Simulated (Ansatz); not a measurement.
Rock-salt HfN: PBE at its full settings (plane-wave cutoff 520 eV, 22×22×22 k mesh, Fermi–Dirac smearing 0.05 eV, scalar-relativistic PAW data made under PBE) and at cheaper ones, in a cell of 2 atoms with Γ-centred meshes.

```json
[
 {"level and setting": "PBE (Ansatz)", "lattice parameter a (Å)": "4.547", "bulk modulus B0 (GPa)": "263"},
 {"level and setting": "PBE (2×2×2 k mesh) (Ansatz)", "lattice parameter a (Å)": "4.550", "bulk modulus B0 (GPa)": "278"},
 {"level and setting": "PBE (4×4×4 k mesh) (Ansatz)", "lattice parameter a (Å)": "4.549", "bulk modulus B0 (GPa)": "264"},
 {"level and setting": "PBE (6×6×6 k mesh) (Ansatz)", "lattice parameter a (Å)": "4.547", "bulk modulus B0 (GPa)": "264"},
 {"level and setting": "PBE (Fermi-Dirac smearing of 0.3 eV) (Ansatz)", "lattice parameter a (Å)": "4.551", "bulk modulus B0 (GPa)": "260"}
]
```

Largest shifts from the full settings: lattice constant a +0.09 % (PBE (Fermi-Dirac smearing of 0.3 eV)), against a difference of +0.51 % of the full result from the reference 4.524 Å (measured, room temperature, no zero-point or thermal correction; as tabulated in Seo, Lee, Wen, Petrov, Greene, Gall, J. Appl. Phys. 96, 878 (2004)); bulk modulus +5.7 % (PBE (2×2×2 k mesh)), against a difference of +1.2 % of the full result from the reference 260 GPa (measured, room temperature, no zero-point or thermal correction, our sources range from 260 to 306; as tabulated in Synthesis of Binary Transition Metal Nitrides, Carbides and Borides from the …).

The full settings aren't shown to be converged themselves.

Ansatz's density-functional and Hartree–Fock values are scalar-relativistic unless marked +SOC, with PAW data made under PBE.

Run with cheap settings on purpose, which may leave them unconverged: PBE (2×2×2 k mesh), PBE (4×4×4 k mesh), PBE (6×6×6 k mesh), PBE (Fermi-Dirac smearing of 0.3 eV).

Ansatz is a quantum-chemistry and plane-wave program.
